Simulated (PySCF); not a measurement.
# H2LiN (Lithium Amide): the cost of one run

Computed with PySCF 2.14.0, with density-fitted response routines of our own, on a single molecule in the gas phase. Atoms count from 0, in the outputs and in this text.

## 1. The starting structure

4 atoms, charge 0, multiplicity 1; geometry from: GFN2-xTB. The atoms were then displaced at random by about 0.03 Å, so the start is not that level's minimum.

Bonds of the start (Å): Li0–N1 1.77, N1–H2 1.04, N1–H3 0.97.

## 2. Relaxing the molecule at PBE0-D3(BJ)/def2-SVP

What the job is given:

```
{"job": {"xc": "PBE0", "basis": "def2-SVP", "d3": "d3bj", "grid": 1, "shake": 0.03, "kind": "geom"}, "charge": 0, "multiplicity": 1}
Li     1.648090    -0.088830     0.048100
N     -0.117490    -0.010330    -0.021120
H     -0.801090    -0.791300    -0.052000
H     -0.625750     0.809560    -0.051150
```

On the command line:

```sh
$ OMP_NUM_THREADS=1 python probes_run.py task.json out
```

The driver reads the jobs from task.json and runs them one after another.

**Question.** How long does this first job take on 1 thread of AMD EPYC 7B13, shared host?

About 1.7 s.
